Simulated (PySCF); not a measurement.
# SiS⁺ from Hartree–Fock to correlated methods

State: ²Π (doublet), unpaired electrons π ↑. Set-up: basis Si pcseg-1, S pcseg-1; no relativity; PySCF 2.14. De refers to Si⁺ + S in their high-spin ground configurations, without counterpoise correction. The functionals are run spin-unrestricted. A positive dipole points towards S; it is taken about the centre of mass and depends on that origin.

```json
{"Level": "UHF", "Re (Å)": "2.063", "ωe (cm⁻¹)": "623", "De (eV)": "2.16", "μ (D)": "-3.15"}
{"Level": "UHF-MP2", "Re (Å)": "2.074", "ωe (cm⁻¹)": "610", "De (eV)": "3.30", "μ (D)": "n/a"}
{"Level": "UHF-SCS-MP2", "Re (Å)": "2.077", "ωe (cm⁻¹)": "605", "De (eV)": "3.21", "μ (D)": "n/a"}
{"Level": "UHF-CCSD", "Re (Å)": "2.079", "ωe (cm⁻¹)": "601", "De (eV)": "3.20", "μ (D)": "n/a"}
{"Level": "UHF-CCSD(T)", "Re (Å)": "2.088", "ωe (cm⁻¹)": "585", "De (eV)": "3.35", "μ (D)": "n/a"}
{"Level": "PBE", "Re (Å)": "2.112", "ωe (cm⁻¹)": "555", "De (eV)": "4.06", "μ (D)": "-2.51"}
{"Level": "BP86", "Re (Å)": "2.115", "ωe (cm⁻¹)": "551", "De (eV)": "4.03", "μ (D)": "-2.54"}
{"Level": "r²SCAN", "Re (Å)": "2.091", "ωe (cm⁻¹)": "578", "De (eV)": "3.93", "μ (D)": "-2.48"}
{"Level": "PBE0", "Re (Å)": "2.083", "ωe (cm⁻¹)": "591", "De (eV)": "3.78", "μ (D)": "-2.64"}
{"Level": "r²SCAN0", "Re (Å)": "2.073", "ωe (cm⁻¹)": "602", "De (eV)": "3.68", "μ (D)": "-2.63"}
{"Level": "MN15", "Re (Å)": "2.063", "ωe (cm⁻¹)": "608", "De (eV)": "3.91", "μ (D)": "-2.67"}
```

(1) Which functional lies closest to UHF-CCSD(T) in De, which farthest, and by how much do they differ from it?

(2) What does a quarter of exact exchange do here, going from PBE to PBE0?

(3) What does the step from GGA to meta-GGA do here, going from PBE to r²SCAN?

Correlated steps freeze 10 core orbitals. Correlated levels converge slowly with the basis: in double zeta they bind strong bonds too weakly, by up to about 1 eV, and carry superposition errors of some tenths. For an ion De counts to the pair picked by the measured ionisation energies or electron affinities, which need not be the lowest pair at this level. The state was picked by a PBE0 search and need not be the measured ground state.

## Answers

(1) Closest is r²SCAN0 (-1.5 pm in Re, +2.9 % in ωe, +0.33 eV in De against UHF-CCSD(T) in the same basis), farthest PBE (+2.4 pm in Re, -5.1 % in ωe, +0.71 eV in De). CCSD(T) converges more slowly with the basis than the functionals do and binds too weakly in this one, so the order can change at the basis-set limit.

(2) PBE0 less PBE: -2.9 pm in Re, +6.5 % in ωe, -0.28 eV in De. Exact exchange removes part of the self-interaction that spreads semilocal densities, and in most molecules shortens and stiffens the bond and lowers De; so it does here.

(3) r²SCAN less PBE: -2.1 pm in Re, +4.1 % in ωe, -0.13 eV in De.
